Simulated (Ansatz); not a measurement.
Two structures, one formula

The two ends of one reaction step of BNH$_{6}$, closed shell (PBE0-D4/def2-TZVP).

A:

```xyz
8
angstrom
B -0.4554 -0.9012 0.9029
N -0.1082 0.4266 0.7129
H 0.3848 -1.6746 1.2613
H -1.5857 -1.2396 0.7019
H 0.7307 0.5971 -2.1090
H 0.9766 0.8791 -2.7555
H -0.7630 1.1311 0.4178
H 0.8203 0.7815 0.8677
```

B:

B1  (-0.063, -0.751, -0.361)
N2  (0.061, 0.722, 0.348)
H3  (0.258, -1.546, 0.496)
H4  (-1.224, -0.848, -0.696)
H5  (-0.184, 1.460, -0.305)
H6  (0.705, -0.719, -1.299)
H7  (-0.560, 0.792, 1.147)
H8  (1.008, 0.890, 0.670)
(Å)

Program: Ansatz 0.2.0. Basis: def2-TZVPP. Cores are frozen in the correlated methods. B3LYP uses VWN-RPA correlation.

Problem. Which structure is lower at CCSD(T), and by how much? (Judge from chemistry; the value comes from the calculation.)

Solution. Computed: B, by 0.53 kcal/mol (electronic energy, against the other); a gap this small isn't resolved in one triple-zeta basis. By their contacts, A is a complex of BNH₄ ([BH2][NH2]) + H₂ and B is BNH₆ ([BH3][NH3]).

Problem. Do the other methods give the same order? (Judge from chemistry; the calculation decides.)

Solution. By the calculation: Not all: BLYP-D4, B3LYP-D4, BHLYP-D4, CAM-B3LYP-D4, B2PLYP, RPA on PBE, HF give the other order.

```
      method  E(B) − E(A) (kcal/mol)
       SPW92                   -8.44
      PBE-D4                   -1.66
     BLYP-D4                    3.36
   r2SCAN-D4                   -1.17
      B97M-V                   -1.05
     PBE0-D4                   -2.98
    B3LYP-D4                    1.66
  r2SCAN0-D4                   -2.30
    BHLYP-D4                    0.54
CAM-B3LYP-D4                    0.14
     wB97X-V                   -1.01
     wB97M-V                   -0.38
      B2PLYP                    1.25
    PBE-QIDH                   -2.93
  RPA on PBE                    0.62
          HF                    4.54
         MP2                   -0.34
        CCSD                   -0.40
     CCSD(T)                   -0.53
```

T1 diagnostic: at most 0.012.

Labels in which every atom is bracketed show which atoms are joined, not bond orders.

For scale, one of the runs: CCSD(T)/def2-TZVPP, 146 basis functions, launched by `ansatz run in.yaml --threads 2 --pin off --events-out ev --progress --plain --max-ram 4352MiB`. The run took 8.5 s on 2 CPU threads of an Arm Neoverse V2 (shared host), with 0.89 GiB of host memory at its peak.
